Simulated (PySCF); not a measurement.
Geometry:
| atom | x (Å) | y (Å) | z (Å) |
| --- | --- | --- | --- |
| C1 | -1.687 | -0.128 | -0.168 |
| C2 | -0.224 | -0.547 | -0.171 |
| C3 | 0.695 | 0.620 | 0.155 |
| N4 | 2.012 | 0.287 | 0.153 |
| O5 | 0.320 | 1.743 | 0.395 |
| H6 | -1.854 | 0.653 | -0.905 |
| H7 | -1.961 | 0.267 | 0.807 |
| H8 | -2.328 | -0.975 | -0.399 |
| H9 | 0.056 | -0.939 | -1.152 |
| H10 | -0.051 | -1.333 | 0.567 |
| H11 | 2.329 | -0.645 | -0.039 |
| H12 | 2.694 | 0.996 | 0.363 |

[PySCF 2.14: GFN2-xTB geometry; J: B3LYP/pcJ-1 (spin–dipole term only in couplings to heteroatoms); NMR shieldings at PBE0/pcSseg-1/GIAO; gas phase; one conformer; non-relativistic Hamiltonian; averaged over atoms made equivalent by symmetry, fast rotation or ring inversion]

Predict the 2D correlation tables (HSQC, COSY, HMBC).

Answers



HSQC (one-bond C–H):
| δH | δC | ¹J(C,H) (Hz) |
| --- | --- | --- |
| 2.05 (H9/H10) | 29.4 (C2) | 131 |
| 1.12 (H6/H7/H8) | 10.2 (C1) | 135 |

COSY cross peaks (|J| ≥ 2 Hz):
| δH | δH | abs. J (Hz) | bonds |
| --- | --- | --- | --- |
| 4.65 (H11) | 4.52 (H12) | 6.8 | 2 |
| 2.05 (H9/H10) | 1.12 (H6/H7/H8) | 7.8 | 3 |

HMBC (two and three bonds, |J| ≥ 2.5 Hz):
| δH | δC [abs. J in Hz] |
| --- | --- |
| 4.65 (H11) | 172.9 (C3) [6.0] |
| 4.52 (H12) | 29.4 (C2) [6.9] |
| 2.05 (H9/H10) | 172.9 (C3) [5.1], 10.2 (C1) [3.7] |
| 1.12 (H6/H7/H8) | 172.9 (C3) [5.4], 29.4 (C2) [3.9] |

References, each an isolated molecule treated in the same way: ¹H (σ = 31.72 ppm), ¹³C (σ = 186.93 ppm) vs TMS.

OH/NH shifts are gas-phase values; hydrogen bonding in solution moves them, usually downfield. The two substituents on the amide-type nitrogen aren't averaged: C–N rotation is slow on the NMR time scale. Unscaled 3J(H,H) at this level run about 10 % above measured values. Shifts are as computed. Against solution values, carbons near 30 ppm lie about +3 ppm off and those near 130 ppm about +5 ppm. Of 1211 compounds with measured shifts, 218 miss one by over three times the rms of a fit or turn the order of signals round; such compounds aren't used in these exercises. The C=O carbon of an acid or of an amide with N–H lies up to 10 ppm further downfield in solution, through hydrogen bonding that the calculation lacks.
